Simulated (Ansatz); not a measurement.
# CH7NSi: up Jacob's ladder to CCSD(T)

The task here is to estimate one member of a computed series from the others.

The runs use Ansatz 0.2.0, Gaussian basis; functionals in def2-TZVPP, the program's frozen cores in correlated methods.

Levels to be run: LDA (SPW92), PBE-D4, revPBE-D4, BLYP-D4, r2SCAN-D4, B97M-V, PBE0-D4, B3LYP-D4, r2SCANh-D4, r2SCAN0-D4, HSE06-D4, BHLYP-D4, CAM-B3LYP-D4, LC-ωPBE, ωB97X-V, ωB97M-V, B2PLYP, PBE-QIDH; CCSD(T)/def2-SVP; CCSD(T)/def2-TZVPP; CCSD(T)/def2-QZVPP; extrapolation to the limit; RPA on PBE.

## The geometry

An earlier PBE0-D4 in a triple-zeta def2 set relaxation fixed the geometry.

SMILES `C[SiH2]N`, 10 atoms, charge 0, spin multiplicity 1.

Atoms are counted from 1 here; the program's logs count them from 0.

Bond lengths: C1–Si2 1.871 Å, C1–H4 1.094 Å, C1–H5 1.093 Å, C1–H6 1.093 Å, Si2–N3 1.720 Å, Si2–H7 1.489 Å, Si2–H8 1.489 Å, N3–H9 1.007 Å, N3–H10 1.007 Å. Angles: Si2–C1–H4 110.5°, Si2–C1–H5 111.2°, Si2–C1–H6 111.2°, H4–C1–H5 107.9°, H4–C1–H6 107.9°, H5–C1–H6 108.0°, C1–Si2–N3 116.4°, C1–Si2–H7 108.4°, C1–Si2–H8 108.4°, N3–Si2–H7 106.9°, N3–Si2–H8 106.9°, H7–Si2–H8 109.8°, Si2–N3–H9 120.7°, Si2–N3–H10 120.7°, H9–N3–H10 111.1°.

Set-up of the first run:

Contents of in.yaml:

```yaml
crystal:
  periodic: [false, false, false]
  atoms:
    - {symbol: C, position_ang: [-1.164036, 0.523693, -0.550479]}
    - {symbol: Si, position_ang: [0.201262, -0.665157, -0.076718]}
    - {symbol: N, position_ang: [1.478051, -0.020913, 0.879671]}
    - {symbol: H, position_ang: [-1.921775, 0.016263, -1.154969]}
    - {symbol: H, position_ang: [-0.773154, 1.361008, -1.134476]}
    - {symbol: H, position_ang: [-1.657858, 0.930922, 0.335654]}
    - {symbol: H, position_ang: [0.818482, -1.192399, -1.324873]}
    - {symbol: H, position_ang: [-0.399190, -1.784167, 0.700508]}
    - {symbol: H, position_ang: [2.165163, 0.592997, 0.474429]}
    - {symbol: H, position_ang: [1.336154, 0.186654, 1.854353]}
basis:
  gaussian: {orbitals: def2-TZVPP}
hamiltonian: {xc: lda}
output: {orbitals: {seedname: orbitals}}
```

Started as:

```bash
> ansatz run in.yaml --threads 2 --pin off --events-out ev --progress --plain --max-ram 32768MiB --backend cpu
```

Among the steps run: LDA; PBE-D4 (GGA); revPBE-D4 (GGA); BLYP-D4 (GGA); r2SCAN-D4 (meta-GGA); B97M-V (meta-GGA); PBE0-D4 (hybrid); B3LYP-D4 (hybrid); r2SCANh-D4 (hybrid); r2SCAN0-D4 (hybrid); HSE06-D4 (hybrid); BHLYP-D4 (hybrid); CAM-B3LYP-D4 (range-separated); LC-ωPBE (range-separated); ωB97X-V (range-separated); ωB97M-V (range-separated); B2PLYP (double hybrid); PBE-QIDH (double hybrid).

One of the session's tables, all rows but one given; the rest of the session is left out.

```
  functional  HOMO (eV)  LUMO (eV)  gap (eV)
 LDA (SPW92)      -5.92      -0.29      5.63
      PBE-D4      -5.79      -0.14      5.65
   revPBE-D4      -5.73      -0.06      5.67
     BLYP-D4      -5.68      -0.12      5.56
   r2SCAN-D4      -6.08       0.47      6.56
      B97M-V      -6.22       0.04      6.26
     PBE0-D4      -7.19       0.69      7.88
    B3LYP-D4          ?          ?         ?
  r2SCANh-D4      -6.61       0.73      7.34
  r2SCAN0-D4      -7.40       1.08      8.49
    HSE06-D4      -6.79       0.32      7.10
    BHLYP-D4      -8.53       1.34      9.87
CAM-B3LYP-D4      -8.63       1.49     10.12
     LC-ωPBE     -10.02       2.77     12.79
     ωB97X-V      -9.65       2.57     12.22
     ωB97M-V      -9.55       2.14     11.69
```

Q: Estimate the row for B3LYP-D4 from the others.

Worked estimate for «HOMO (eV)». Against the share of exact exchange, BLYP-D4 (0, -5.68), BHLYP-D4 (0.5, -8.53) give a slope of -5.70 per unit share; at 0.2 the line stands at -6.82.

The run gave: HOMO (eV): -6.97; LUMO (eV): 0.38; gap (eV): 7.34. In «HOMO (eV)» the line misses by +0.15.
